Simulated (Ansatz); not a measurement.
# BiOBr (P4/nmm, No. 129)

Computed with dielectric-dependent PBEsol hybrid (PAW; Ansatz, a quantum-chemistry and plane-wave program).

Numerical settings: plane-wave cutoff 460 eV, 6×6×4 k mesh (along the axes of the cell as run), Fermi–Dirac smearing 0.01 eV, scalar-relativistic PAW data made under PBE.

Cell: measured lattice: a = 3.916 Å, b = 3.916 Å, c = 8.077 Å, α = 90.00°, β = 90.00°, γ = 90.00°.

```
Property                                      Result
-------------------------------------------  -------
band gap                                     2.95 eV
smallest direct gap on the k points sampled  3.17 eV
direct gap at Γ                              3.95 eV
```

Note: cell and atoms aren't relaxed at this level (largest force component 0.19 eV/Å, pressure -1.4 GPa).

Spin–orbit coupling is not included; with these elements it can move the gap by several tenths of an eV or more.

Computing time: about 8 core-minutes (a rough figure).
